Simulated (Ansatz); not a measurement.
# BNH (quartet): geometry optimisation

Where does this start of BNH (quartet) end when it is relaxed?

Computed with Ansatz 0.2.0, Gaussian basis. Level: UKS PBE0/def2-TZVP.

### Step 1. Starting geometry

3 atoms, charge 0, spin multiplicity 4.

Atoms are counted from 1 here; the program's logs count them from 0.

Bond lengths: B1–N2 1.428 Å, N2–H3 1.025 Å. Angles: B1–N2–H3 124.6°.

Geometry (Å):

```xyz
3

B    -0.85355   -0.01678   -0.00206
N     0.57442   -0.04383    0.00166
H     1.17265    0.78907   -0.00102
```

The start was built by rule and, where that kept it together, relaxed with GFN2-xTB. Sticks and bond lists go by distance. 

### Step 2. Relaxation

in.yaml reads:

```yaml
crystal:
  periodic: [false, false, false]
  atoms:
    - {symbol: B, position_ang: [-0.853553, -0.016780, -0.002056]}
    - {symbol: N, position_ang: [0.574425, -0.043830, 0.001660]}
    - {symbol: H, position_ang: [1.172649, 0.789067, -0.001019]}
basis:
  gaussian: {orbitals: def2-TZVP}
magnetization: {spin_polarized: true, initial_magnetization: 3}
hamiltonian: {xc: pbe0}
relax: {f_tol: 0.004, max_steps: 80}
```

Started as:

```console
$ ansatz run in.yaml --threads 1 --pin off --events-out ev --progress --plain --max-ram 1740MiB
```

Before running it: what results should come out? Wanted: energy gained; shift from the start; total energy; dipole moment; ⟨S²⟩.

As calculated:

| quantity | value |
| --- | --- |
| steps | 7 |
| energy gained | 0.058 eV |
| shift from the start (rms) | 0.072 Å |
| total energy | -2173.6669 eV |
| dipole moment | 1.34 D |
| ⟨S²⟩ | 3.753 |

What this shows: The bonds of the start are those of the end. B1–N2 went from 1.428 to 1.465 Å. No vibrations were run, so this is a stationary point, not a proven minimum, and this spin need not be the ground state's.
